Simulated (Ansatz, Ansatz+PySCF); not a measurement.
```xyz
5

C     0.0000    0.0000   -1.1193
Cl    0.0000    0.0000    0.6560
H     0.0000   -1.0366   -1.4786
H    -0.8977    0.5183   -1.4786
H     0.8977    0.5183   -1.4786
```

RHF on singlet CH₃Cl was run in several spherical basis sets with Ansatz (development build ahead of 0.2.0).

(1) Rank the basis sets by the total energy that they give, lowest first, with the distance from the lowest.
A. cc-pVDZ
B. cc-pVTZ
C. def2-SVP
D. 6-31G(d)

## Answers

(1) B (0.00 eV), A (0.80 eV), D (1.54 eV), C (5.78 eV).

Totals follow the description of the cores as much as that of the bonds, so this order isn't one of quality for chemistry.
